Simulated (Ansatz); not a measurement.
`N[Si]S` at its PBE0-D4/def2-TZVP geometry, where that method's forces vanish. The species carries charge 0 and has multiplicity 1.

```xyz
6

N     0.9553    0.5882    0.4190
Si   -0.0061    0.2858   -0.9600
S    -1.4156   -1.0539   -0.0186
H     0.8365    0.2180    1.3501
H     1.7509    1.2032    0.3538
H    -2.1210   -1.2414   -1.1442
```

Problem. What forces (eV/Å) does B3LYP-D4/def2-TZVPP give on these atoms in the Gaussian-basis code of Ansatz? (Best estimate.)

Solution. The calculation gave: 
```
N1   0.092  0.044  0.082
Si2  0.058  0.108 -0.217
S3  -0.169 -0.141  0.050
H4   0.027  0.013  0.024
H5   0.011 -0.003  0.038
H6  -0.019 -0.021  0.022
```

B3LYP here is the variant with VWN-RPA as its local correlation; programs differ in this.
